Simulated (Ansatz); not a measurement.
One change: `CC1=C(F)C1C` becomes `CC1=C(F)C1`.

Ansatz, PBE0-D4/def2-TZVP geometries, multiplicity 1. 

```json
{"property": "HOMO–LUMO gap (PBE0/def2-TZVPP) / eV", "`CC1=C(F)C1C`": "7.74"}
{"property": "LUMO energy (ωB97M-V/def2-TZVPP) / eV", "`CC1=C(F)C1C`": "2.48"}
{"property": "HOMO energy (ωB97M-V/def2-TZVPP) / eV", "`CC1=C(F)C1C`": "-9.03"}
{"property": "LUMO energy (PBE0/def2-TZVPP) / eV", "`CC1=C(F)C1C`": "0.92"}
{"property": "LUMO energy (B3LYP/def2-TZVPP) / eV", "`CC1=C(F)C1C`": "0.63"}
{"property": "size of the dipole moment (PBE/def2-TZVPP) / D", "`CC1=C(F)C1C`": "1.58"}
```

**Question.** What does the change do to each property? (Estimate.)

**Answer.** Computed: 
```tsv
property	`CC1=C(F)C1`	shift
HOMO–LUMO gap (PBE0/def2-TZVPP) / eV	7.83	0.09
LUMO energy (ωB97M-V/def2-TZVPP) / eV	2.64	0.16
HOMO energy (ωB97M-V/def2-TZVPP) / eV	-9.07	-0.04
LUMO energy (PBE0/def2-TZVPP) / eV	0.97	0.05
LUMO energy (B3LYP/def2-TZVPP) / eV	0.70	0.07
size of the dipole moment (PBE/def2-TZVPP) / D	1.61	0.03
```

Dipoles are sizes alone; their direction can turn.

B3LYP here is the variant with VWN-RPA as its local correlation; programs differ in this.
